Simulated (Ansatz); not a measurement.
# H₂OSSi: basis-set convergence

The task here is to estimate one member of a computed series from the others.

Method: one geometry, several basis sets; program: Ansatz 0.2.0, Gaussian basis.

The runs, in order: PBE0-D4/def2-SVP; ωB97M-V/def2-SVP; PBE0-D4/def2-QZVPP; ωB97M-V/def2-QZVPP; the functionals' def2-TZVPP values are taken from earlier runs.

## The relaxed structure

The geometry comes from an earlier relaxation with PBE0-D4 in a triple-zeta def2 set; it is a stationary point.

SMILES `O[Si]S`, 5 atoms, charge 0, spin multiplicity 1.

Atoms are counted from 1 here; the program's logs count them from 0.

Bond lengths: O1–Si2 1.646 Å, O1–H4 0.960 Å, Si2–S3 2.176 Å, S3–H5 1.346 Å. Angles: Si2–O1–H4 123.1°, O1–Si2–S3 104.3°, Si2–S3–H5 99.8°.

The first run:

in.yaml reads:

```yaml
crystal:
  periodic: [false, false, false]
  atoms:
    - {symbol: O, position_ang: [-1.194674, -0.658885, -0.325801]}
    - {symbol: Si, position_ang: [-0.956756, 0.951270, -0.079475]}
    - {symbol: S, position_ang: [1.167691, 1.118579, 0.360323]}
    - {symbol: H, position_ang: [-0.489410, -1.308057, -0.267172]}
    - {symbol: H, position_ang: [1.523049, -0.176508, 0.270725]}
basis:
  gaussian: {orbitals: def2-SVP}
hamiltonian: {xc: pbe0, dispersion: d4}
output: {orbitals: {seedname: orbitals}}
```

Among the steps run: PBE0-D4 in def2-SVP; ωB97M-V in def2-SVP; PBE0-D4 in def2-QZVPP; ωB97M-V in def2-QZVPP.

One table of the session follows, with a row left open; its other results are not shown here.

It belongs to the step «Density functionals: the series». 

```
functional       basis  HOMO (eV)  LUMO (eV)
   PBE0-D4    def2-SVP          ?          ?
   PBE0-D4  def2-TZVPP      -7.09      -1.72
   PBE0-D4  def2-QZVPP      -7.13      -1.78
   ωB97M-V    def2-SVP      -9.01       0.54
   ωB97M-V  def2-TZVPP      -9.15       0.28
   ωB97M-V  def2-QZVPP      -9.19       0.16
```

Q: Estimate the row for PBE0-D4, def2-SVP from the others.

As computed: HOMO (eV): -6.99; LUMO (eV): -1.56. In the column «HOMO (eV)» it is the highest.
